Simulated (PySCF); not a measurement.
Compound: chlorine monofluoride, ClF.
Numbering: `[F:1][Cl:2]`

Geometry (GFN2-xTB, Å), atoms numbered from 1 in this order:
```xyz
2
ClF angstrom
F      0.8422   -0.0030   -0.0027
Cl    -0.8394    0.0043   -0.0114
```

Level of theory: CAM-B3LYP/def2-SVPD in PySCF (dipole) on a GFN2-xTB geometry, gas phase.

Masses are those of the commonest isotopes; rigid-rotor values at the optimised geometry. 

What are the moment of inertia and the rotational constant?

I = 34.813 u·Å², B = 505379 MHz·u·Å²/I = 14517 MHz (0.4842 cm⁻¹, or 0.697 K as hB/k). For two atoms I = μr² with μ = 12.3103 u and r = 1.6816 Å.

List the first levels of a rigid rotor in a Σ state.

E(J) = BJ(J+1): J = 1: 0.968, J = 2: 2.905, J = 3: 5.811, J = 4: 9.685, J = 5: 14.527, J = 6: 20.338 cm⁻¹.

Where do the first rotational lines fall?

The dipole is 1.14 D; J+1 ← J lies at 2B(J+1): 1 ← 0 at 29.03 GHz, 2 ← 1 at 58.07 GHz, 3 ← 2 at 87.10 GHz, 4 ← 3 at 116.14 GHz, 5 ← 4 at 145.17 GHz, 6 ← 5 at 174.21 GHz.

Estimate the classical rotational partition function at 50 K, 200 K and 500 K.

Point group C∞v, symmetry number σ = 1; q = kT/(σhB), k/h = 20836.6 MHz/K: 71.8 at 50 K, 287 at 200 K, 718 at 500 K.

Whether it is a minimum is left open (no frequencies). Zero-point vibration and centrifugal distortion are left out.

Time: 1.2 s of wall time. Hardware: one thread, Arm Neoverse V1 (shared host). This is the CAM-B3LYP/def2-SVPD job that gave the dipole, with the excitations it also computed.
